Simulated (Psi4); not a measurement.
# [PHF3]+ (SMILES F[PH+](F)F), run twice

Aim: a single-point energy of [PHF3]+ at REMP2/6-311G* (Cholesky decomposition, density fitting for correlation).

The results are computed with Psi4 1.11.

3 further runs of the same task are left out: 1 that didn't finish, 2 set aside as unsound or not needed.

## Step 1: Starting point

[PHF3]+ has 5 atoms, charge +1, and is taken as a singlet. As SMILES, `F[PH+](F)F`. Geometry: relaxed at GFN2-xTB.

Bond lengths: F1–P2 1.523 Å, P2–F3 1.524 Å, P2–F4 1.524 Å, P2–H5 1.373 Å. Angles: F1–P2–F3 103.7°, F1–P2–F4 103.7°, F3–P2–F4 103.7°, F1–P2–H5 114.8°, F3–P2–H5 114.7°, F4–P2–H5 114.8°.

## Step 2: Try one

The input, calc.in:

```
memory 1600 mb

molecule mol {
  1 1
  F     -0.656630    -0.057650     1.326690
  P      0.069480     0.083300    -0.005190
  F      0.694150    -1.289710    -0.222090
  F     -1.059590     0.131070    -1.027050
  H      0.952580     1.133000    -0.072370
  units angstrom
  symmetry c1
}

set {
  basis 6-311G*
  scf_type cd
  freeze_core true
  cc_type df
  maxiter 4
}

energy('remp2')
print_variables()
```

Started as:

```bash
$ psi4 calc.in calc.out -n 1
```

calc.out:

```text
Psi4 1.11 release

   => Loading Basis Set <=

    Name: 6-311G*
    Role: ORBITAL
    Keyword: BASIS

         ---------------------------------------------------------
                                   SCF
                              RHF Reference
                        1 Threads,   1525 MiB Core
         ---------------------------------------------------------

  ==> Geometry <==

    Molecular point group: c1
    Full point group: C1

    Geometry (in Angstrom), charge = 1, multiplicity = 1:

       Center              X                  Y                   Z               Mass
    ------------   -----------------  -----------------  -----------------  -----------------
         F           -0.473373155456     0.160222393762     1.312757872845    18.998403162730
         P            0.252736844544     0.301172393762    -0.019122127155    30.973761998420
         F            0.877406844544    -1.071837606238    -0.236022127155    18.998403162730
         F           -0.876333155456     0.348942393762    -1.040982127155    18.998403162730
         H            1.135836844544     1.350872393762    -0.086302127155     1.007825032230

  Running in c1 symmetry.

  Rotational constants: A =      0.25589  B =      0.25571  C =      0.15457 [cm^-1]
  Rotational constants: A =   7671.37416  B =   7665.87030  C =   4633.92281 [MHz]
  Nuclear repulsion =  205.959217613234301

  Charge       = 1
  Multiplicity = 1
  Electrons    = 42
  Nalpha       = 21
  Nbeta        = 21

  ==> Algorithm <==

  SCF Algorithm Type is CD.
  DIIS enabled.
  MOM disabled.
  Fractional occupation disabled.
  Guess Type is SAD.
  Energy threshold   = 1.00e-08
  Density threshold  = 1.00e-08
  Integral threshold = 1.00e-12

  ==> Primary Basis <==

  Basis Set: 6-311G*
    Blend: 6-311G*
    Number of shells: 39
    Number of basis functions: 83
    Number of Cartesian functions: 87
    Spherical Harmonics?: true
    Max angular momentum: 2

  ==> Integral Setup <==

  ==> CDJK: Cholesky-decomposed J/K Matrices <==

    J tasked:                     Yes
    K tasked:                     Yes
    wK tasked:                     No
    Integrals threads:              1
    Memory [MiB]:                1144
    Algorithm:                   Core
    Integral Cache:              SAVE
    Schwarz Cutoff:             1E-12
    Cholesky tolerance:      1.00E-04
    No. Cholesky vectors:         390

  Minimum eigenvalue in the overlap matrix is 1.4769384878E-02.
  Reciprocal condition number of the overlap matrix is 3.5891700139E-03.
    Using symmetric orthogonalization.

  ==> Pre-Iterations <==

  SCF Guess: Superposition of Atomic Densities via on-the-fly atomic UHF (no occupation information).

   -------------------------
    Irrep   Nso     Nmo
   -------------------------
     A         83      83
   -------------------------
    Total      83      83
   -------------------------

  ==> Iterations <==

                        Total Energy        Delta E     RMS |[F,P]|

   @RHF iter SAD:  -639.50559094377013   -6.39506e+02   0.00000e+00
   @RHF iter   1:  -639.35020496637924    1.55386e-01   6.42475e-03 ADIIS/DIIS
   @RHF iter   2:  -639.44388749376321   -9.36825e-02   3.48424e-03 ADIIS/DIIS
   @RHF iter   3:  -639.46734355699266   -2.34561e-02   6.18458e-04 ADIIS/DIIS
   @RHF iter   4:  -639.46827895641684   -9.35399e-04   1.21425e-04 ADIIS/DIIS

PsiException: Could not converge SCF iterations in 4 iterations.

  Failed to converge.

psi4.driver.p4util.exceptions.SCFConvergenceError: Could not converge SCF iterations in 4 iterations.

Printing out the relevant lines from the Psithon --> Python processed input file:
    core.set_global_option("BASIS", "6-311G*")
    core.set_global_option("SCF_TYPE", "cd")
    core.set_global_option("FREEZE_CORE", "true")
    core.set_global_option("CC_TYPE", "df")
    core.set_global_option("MAXITER", 4)
--> energy('remp2')
    print_variables()

!-----------------------------------------------------!
!                                                     !
!  Could not converge SCF iterations in 4 iterations. !
!                                                     !
!-----------------------------------------------------!

    Psi4 run time: 0:00:01.48
```

Run time: 2.4 s. Hardware: 1 thread of Intel Xeon Platinum 8375C at 2.90GHz (Ice Lake), shared host; peak memory 0.21 GiB.

## Step 3: What went wrong

The iterations ended before the threshold was met.

The telling line is `Could not converge SCF iterations in 4 iterations.`. The cause is that the iteration cap is too low for convergence. To mend it: iteration cap at its default in place of 4.

## Step 4: The mended input

The input, f3hp.in:

```
memory 1600 MB

molecule m {
  1 1
  F     -0.656630    -0.057650     1.326690
  P      0.069480     0.083300    -0.005190
  F      0.694150    -1.289710    -0.222090
  F     -1.059590     0.131070    -1.027050
  H      0.952580     1.133000    -0.072370
  units angstrom
  symmetry c1
}

set basis 6-311G*
set scf_type cd
set freeze_core true
set cc_type df

energy("remp2")
```

Started as:

```bash
$ psi4 -n 1 f3hp.in f3hp.out
```

f3hp.out:

```text
[...]
  Running in c1 symmetry.
[...]
  Nuclear repulsion =  205.959217613234301
[...]
  Multiplicity = 1
[...]
  Nalpha       = 21
  Nbeta        = 21
[...]
    Number of basis functions: 83
[...]
   @RHF iter   1:  -639.35020496637924    1.55386e-01   6.42475e-03 ADIIS/DIIS
[...]
   @RHF iter  11:  -639.46838019801999   -1.93268e-12   3.64157e-09 DIIS
[...]
    Orbital Energies [Eh]
    ---------------------
    Doubly Occupied:
       1A    -80.498493     2A    -26.642308     3A    -26.642269
       4A    -26.642089     5A     -8.020221     6A     -5.918210
       7A     -5.918206     8A     -5.915909     9A     -2.001776
      10A     -1.944132    11A     -1.943954    12A     -1.234270
      13A     -1.094186    14A     -1.087972    15A     -1.087957
      16A     -1.011755    17A     -1.011730    18A     -0.973445
      19A     -0.973369    20A     -0.954884    21A     -0.935878
[...]
  @RHF Final Energy:  -639.46838019801999
   => Energetics <=
    Nuclear Repulsion Energy =            205.9592176132343013
    One-Electron Energy =               -1285.9491685368548133
    Two-Electron Energy =                 440.5215707256003270
    Total Energy =                       -639.4683801980200997
[...]
 Multipole Moments:
 ------------------------------------------------------------------------------------
     Multipole            Electronic (a.u.)      Nuclear  (a.u.)        Total (a.u.)
 ------------------------------------------------------------------------------------
 L = 1.  Multiply by 2.5417464519 to convert [e a0] to [Debye]
 Dipole X            :         -0.1604533            1.2778221            1.1173688
 Dipole Y            :         -0.1877796            1.5201012            1.3323216
 Dipole Z            :          0.0126461           -0.0970402           -0.0843941
 Magnitude           :                                                    1.7408953
[...]
	DF-MP2 Total Energy (a.u.)         :  -640.19213637967994
[...]
```

Wall time 5.4 s (1 thread of Intel Xeon Platinum 8375C at 2.90GHz (Ice Lake), shared host); peak memory 0.27 GiB.

## Step 5: Outcome

Level: REMP2/6-311G* (Cholesky decomposition, density fitting for correlation).

```
                                   quantity          value
                               total energy  -640.19328 Eh
        HOMO energy (Hartree–Fock orbitals)      -25.47 eV
        LUMO energy (Hartree–Fock orbitals)       -3.30 eV
      HOMO–LUMO gap (Hartree–Fock orbitals)       22.17 eV
correlation energy (8 core orbitals frozen)     -724.9 mEh
```
